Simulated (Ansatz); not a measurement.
# Worked example: correlation energy of Al2⁺, quartet

Geometry: a PBE0/def2-TZVP stationary point for this spin.

```xyz
2

Al    0.0000    0.0000    0.0000
Al    0.0000    0.0000    2.5086
```

Basis cc-pVTZ; Ansatz 0.2.0. Correlated methods freeze the noble-gas cores, which leaves 5 electrons in 58 orbitals. Prefix R: restricted or restricted open-shell reference; prefix U: unrestricted.

Full CI is exact within this basis and frozen core; it isn't the basis-set limit. The frozen core follows each run's orbitals, which can shift R against U totals by a few meV.

UCCSD has a T1 diagnostic of 0.025 and a largest doubles amplitude of 0.11.

Runs differ by some tens of microhartree through their thresholds and, for an open shell, their frozen cores, so the step to full CI, which has another core, is uncertain by up to 0.1 kcal/mol.

| level | total energy (hartree) |
| --- | --- |
| UHF | -483.521087 |
| UMP2 | -483.577468 |
| UCCSD | -483.595590 |
| UCCSD(T) | -483.599465 |
| UCCSDT | -483.600729 |
| UCCSDT(Q) | -483.600905 |
| full CI | -483.600857 |

Q: What is the correlation energy at full CI, and what share of it do UMP2 and UCCSDT recover?

A: E(corr) = -483.600857 − (-483.521087) = -0.079770 hartree = -2.171 eV. UMP2: -0.056381 / -0.079770 = 70.68 %. UCCSDT: -0.079642 / -0.079770 = 99.84 %.

Q: By how many kcal/mol does UCCSD(T) miss full CI (1 hartree = 627.509 kcal/mol), and which steps make up the rest?

A: -483.599465 − (-483.600857) = 0.001392 hartree = 0.87 kcal/mol. Steps: UCCSDT − UCCSD(T) = -0.79, UCCSDT(Q) − UCCSDT = -0.11, full CI − UCCSDT(Q) = 0.03 kcal/mol. Differences between like states or geometries often cancel part of this.
